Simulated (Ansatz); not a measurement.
# SiS: a ladder of functionals and wavefunction methods

One table from this session's results is given with a row withheld; the runs are named, their logs left out.

Method: functionals in def2-TZVPP, the program's frozen cores in correlated methods; program: Ansatz 0.2.0, Gaussian basis.

Levels to be run: LDA (SPW92), PBE-D4, revPBE-D4, BLYP-D4, r2SCAN-D4, B97M-V, PBE0-D4, B3LYP-D4, r2SCANh-D4, r2SCAN0-D4, HSE06-D4, BHLYP-D4, CAM-B3LYP-D4, LC-ωPBE, ωB97X-V, ωB97M-V, B2PLYP, PBE-QIDH; CCSD(T)/def2-SVP; CCSD(T)/def2-TZVPP; CCSD(T)/def2-QZVPP; extrapolation to the limit; RPA on PBE.

## The relaxed structure

All runs share one geometry, relaxed beforehand with PBE0-D4 in a triple-zeta def2 set.

SMILES `[Si-]#[S+]`, 2 atoms, charge 0, spin multiplicity 1.

Atoms are counted from 1 here; the program's logs count them from 0.

Bond lengths: Si1–S2 1.930 Å.

Set-up of the first run:

File in.yaml:

```yaml
crystal:
  periodic: [false, false, false]
  atoms:
    - {symbol: Si, position_ang: [-0.000000, 0.000000, -0.000291]}
    - {symbol: S, position_ang: [0.000000, -0.000000, 1.929612]}
basis:
  gaussian: {orbitals: def2-TZVPP}
hamiltonian: {xc: lda}
output: {orbitals: {seedname: orbitals}}
```

Launch:

```bash
$ ansatz run in.yaml --threads 2 --pin off --events-out ev --progress --plain --max-ram 22528MiB --backend cpu
```

Steps of the session up to this table: LDA; PBE-D4 (GGA); revPBE-D4 (GGA); BLYP-D4 (GGA); r2SCAN-D4 (meta-GGA); B97M-V (meta-GGA); PBE0-D4 (hybrid); B3LYP-D4 (hybrid); r2SCANh-D4 (hybrid); r2SCAN0-D4 (hybrid); HSE06-D4 (hybrid); BHLYP-D4 (hybrid); CAM-B3LYP-D4 (range-separated); LC-ωPBE (range-separated); ωB97X-V (range-separated); ωB97M-V (range-separated); B2PLYP (double hybrid); PBE-QIDH (double hybrid).

One table of the session follows, with a row left open; its other results are not shown here.

It belongs to the step «Orbital energies across the functionals». 

```
  functional  HOMO (eV)  LUMO (eV)  gap (eV)
 LDA (SPW92)      -7.00      -3.22      3.77
      PBE-D4      -6.90      -3.09      3.81
   revPBE-D4      -6.86      -3.04      3.82
     BLYP-D4      -6.73      -2.92      3.82
   r2SCAN-D4      -7.15      -3.01      4.14
      B97M-V      -7.20      -2.92      4.28
     PBE0-D4      -8.03      -2.32      5.71
    B3LYP-D4      -7.80      -2.47      5.34
  r2SCANh-D4      -7.57      -2.71      4.85
  r2SCAN0-D4      -8.18      -2.27      5.91
    HSE06-D4      -7.63      -2.70      4.94
    BHLYP-D4          ?          ?         ?
CAM-B3LYP-D4      -9.30      -1.22      8.08
     LC-ωPBE     -10.66      -0.24     10.42
     ωB97X-V     -10.30      -0.27     10.04
     ωB97M-V     -10.07      -0.31      9.77
```

Q: Estimate the row for BHLYP-D4 from the others.

Worked estimate for «HOMO (eV)». Against the share of exact exchange, BLYP-D4 (0, -6.73), B3LYP-D4 (0.2, -7.80) give a slope of -5.35 per unit share; at 0.5 the line stands at -9.40.

The run gave: HOMO (eV): -9.02; LUMO (eV): -1.41; gap (eV): 7.61. In «HOMO (eV)» the line misses by -0.38.
